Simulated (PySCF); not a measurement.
**SiH₄ + 2 O₂ → SiO₂ + 2 H₂O**

Level: PBE in the def2-TZVP basis family, all electrons, no relativity, computed in PySCF with density fitting; open shells unrestricted.

```tsv
species	state and structure	E (Eh)	ZPE (kJ/mol)	H(298 K) − H(0) (kJ/mol)	S° (J/(mol K))
SiH₄	singlet, Td, Si–H 1.493 Å (×4)	-291.72118	79.2	10.6	205.2
O₂	triplet, D∞h, O–O 1.219 Å	-150.24892	9.3	8.7	205.2
SiO₂	singlet, D∞h, Si–O 1.527 Å (×2)	-439.73544	17.3	11.2	232.8
H₂O	singlet, C2v, O–H 0.971 Å (×2); H–O–H 104.3°	-76.37680	54.3	9.9	189.0
```

Problem. What is the electronic reaction energy?

Solution. At PBE/def2-TZVP, ΔE = -708.9 kJ/mol from the differences of the total energies times 2625.5, downhill. 

Problem. Add zero-point, thermal and entropy terms for 298.15 K and 1 bar.

Solution. ΔZPE = 28.1 and Δ[H(298) − H(0)] = 3.0 kJ/mol give ΔH° = -677.8 kJ/mol. ΔS° = -4.8 J/(mol K), so ΔG° = -677.8 − 298.15 × (-0.0048) = -676 kJ/mol.

Only the bonding shown was studied: isomers, or loss of a ligand pair, can lie lower.
